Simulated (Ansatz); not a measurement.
`COC(C)=O` → `[CH2]OC(C)=O`• + H• at 700 K and 1 bar (homolysis of the C–H bond).

Calculated with Ansatz (gas phase, PBE0-D4/def2-TZVP geometries, no zero-point term in ΔE). CCSD(T)/CBS is the MP2 limit (def2-TZVPP, def2-QZVPP) plus CCSD(T) − MP2 in def2-TZVPP, frozen cores. This one scheme is used for every species, atoms too. No spin–orbit coupling; open shells (•) take unrestricted orbitals.

| species | CCSD(T)/CBS energy (Eh) | H − E (kJ/mol) | S (J/(mol·K)) |
| --- | --- | --- | --- |
| `COC(C)=O` | -268.11980 | 305.5 | 430.8 |
| `[CH2]OC(C)=O`• | -267.44777 | 266.5 | 445.4 |
| H• | -0.50000 | 14.6 | 132.5 |

H − E and S are ideal-gas, rigid-rotor, harmonic terms from PBE0-D4/def2-TZVP, with the whole ground term of open shells counted as degenerate. 1 Eh = 2625.50 kJ/mol, R = 8.31446 J/(mol·K).

By hand: ΔE, ΔH, ΔS and ΔG.

ΔE = (-267.44777) + (-0.50000) − (-268.11980) = 0.17203 Eh = 451.7 kJ/mol. Δ(H − E) = 266.5 + 14.6 − 305.5 = -24.4, so ΔH = 427.3 kJ/mol. ΔS = 445.4 + 132.5 − 430.8 = 147.1 J/(mol·K). ΔG = 427.3 − 700 × (147.1)/1000 = 324.3 kJ/mol.

By hand: the equilibrium constant, and the temperature at which ΔG would vanish if ΔH and ΔS stayed fixed.

log₁₀ K = −ΔG/(RT ln 10) = -24.2. ΔG = 0 at ΔH/ΔS = 2905 K, far beyond where these terms or the molecules hold.

The number of gas molecules changes by +1, which sets the sign of ΔS. A doubt of 5 kJ/mol in ΔE shifts log₁₀ K by 0.4 here. Modes under 60 cm⁻¹, often nearly free rotors, make the harmonic entropy too high. These are equilibria of isolated gas molecules and say nothing of rates. Largest T1 diagnostic: 0.017 (customary marks: 0.02 for closed shells, 0.045 for open ones).
